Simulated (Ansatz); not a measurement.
# The carbon atom (triplet): the correlation ladder, 6-31G*

How much of the correlation energy of the carbon atom (triplet) does each wave-function method recover here?

The runs use Ansatz 0.2.0, Gaussian basis; 6-31G*, core rule «outside noble gas», up to 1 orbitals frozen.

To be run: CCSD(T) on UHF; BCCD(T) on ROHF; CISD; CCSDT(Q) on ROHF; CCSDT(Q) on UHF; CASSCF and MRCISD+Q, 4 electrons in 4 orbitals; CASSCF and MRCISD+Q(relaxed), 4 electrons in 4 orbitals; CASSCF and NEVPT4(SD), 4 electrons in 4 orbitals; CASSCF and NEVPT2, 4 electrons in 4 orbitals; Full CI.

## (1) The atom

A free atom, in its lowest state of this spin that the program finds.

1 atom, charge 0, spin multiplicity 3.

## (2) CCSD(T) on UHF

The input, in.yaml:

```yaml
crystal:
  periodic: [false, false, false]
  atoms:
    - {symbol: C, position_ang: [0.000000, 0.000000, 0.000000]}
basis:
  gaussian: {orbitals: "6-31G*"}
magnetization: {spin_polarized: true, initial_magnetization: 2}
correlation: {method: ccsd_t, electrons: outside_noble_gas}
```

Run with:

```
$ ansatz run in.yaml --threads 1 --pin off --events-out ev --progress --plain --max-ram 3916MiB
```

After this run come: BCCD(T) on ROHF; CISD; CCSDT(Q) on ROHF; CCSDT(Q) on UHF; CASSCF and MRCISD+Q, 4 electrons in 4 orbitals; CASSCF and MRCISD+Q(relaxed), 4 electrons in 4 orbitals; CASSCF and NEVPT4(SD), 4 electrons in 4 orbitals; CASSCF and NEVPT2, 4 electrons in 4 orbitals; Full CI.

Q: Predict the results of all the runs planned. Wanted: FCI below the UHF energy; UMP2 from FCI; UCCSD(T) from FCI; UCCSDT(Q) from FCI; NEVPT2 valence from FCI; NEVPT4(SD) valence from FCI; MRCISD+Q valence from FCI; effectively unpaired electrons.

**Answer**, as computed:

| quantity | value |
| --- | --- |
| FCI below the UHF energy | -1.9618 eV |
| UMP2 from FCI | +12.54 kcal/mol |
| UCCSD(T) from FCI | +0.14 kcal/mol |
| UCCSDT(Q) from FCI | -0.05 kcal/mol |
| NEVPT2 valence from FCI | +7.78 kcal/mol |
| NEVPT4(SD) valence from FCI | +0.30 kcal/mol |
| MRCISD+Q valence from FCI | -0.44 kcal/mol |
| levels within 1 kcal/mol (43 meV) | UCCSD, UCCSD(T), BCCD(T), UCCSDT, UCCSDT(Q), NEVPT4(SD) valence, MRCISD valence, MRCISD+Q valence, MRCISD+Q(relaxed) valence |
| effectively unpaired electrons | 2.02 |

UCCSD(T) misses by +0.14 kcal/mol, 0.3 % of the correlation energy. UCCSDT(Q), MRCISD+Q valence, MRCISD+Q(relaxed) valence fall below full CI: unrestricted runs freeze a spin-polarised core, another one than full CI's, and coupled cluster isn't variational. One determinant dominates. Of the multireference levels listed NEVPT4(SD) valence comes nearest in total energy (+0.30 kcal/mol), which doesn't show that its space is the better one. These misses are within one basis, not against nature; the frozen cores of restricted and unrestricted runs differ, which can shift their rows.
